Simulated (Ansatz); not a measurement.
## Scan of [NH2···H···H], doublet

Starting geometry:

```csv
atom,x (Å),y (Å),z (Å)
N,-0.1499,-0.0316,-0.0492
H,-0.4471,0.9362,-0.0492
H,-0.4471,-0.4339,0.8311
H,0.8626,-0.0316,-0.0492
H,2.1141,-0.0316,-0.0492
```

From there H4 is moved from one fragment to the other while all else, the fragments' distance too, stays fixed, so the hump isn't the reaction's barrier; atoms are numbered as listed. Energies are in kJ/mol, counted from the starting geometry at the same level.

Basis cc-pVTZ; Ansatz 0.2.0. Correlated methods freeze the noble-gas cores. Prefix R: restricted or restricted open-shell reference; prefix U: unrestricted.

Full CI isn't at hand for all of this; UCCSDT(Q) serves as the reference, and is uncertain by about the last step of the cluster series. The frozen core follows each run's orbitals, which can shift R against U totals by a few meV.

```
distance N1-H4 (Å)  RMP2
             1.012   0.0
             1.085   9.7
             1.230  45.0
             1.374  71.5
             1.519  56.4
```

Q: Estimate the UCCSDT(Q) curve in cc-pVTZ from this one, knowing how RMP2 errs.

A: The computed UCCSDT(Q) values, in kJ/mol from the starting point, and the error of RMP2 against them:
| distance N1-H4 (Å) | UCCSDT(Q) | RMP2 less UCCSDT(Q) |
| --- | --- | --- |
| 1.012 | 0.0 | 0.0 |
| 1.085 | 6.8 | 3.0 |
| 1.230 | 36.1 | 8.9 |
| 1.374 | 42.4 | 29.1 |
| 1.519 | 33.4 | 23.0 |

The error spans 29.1 kJ/mol and is largest, 29.1 kJ/mol, at 1.374 Å.
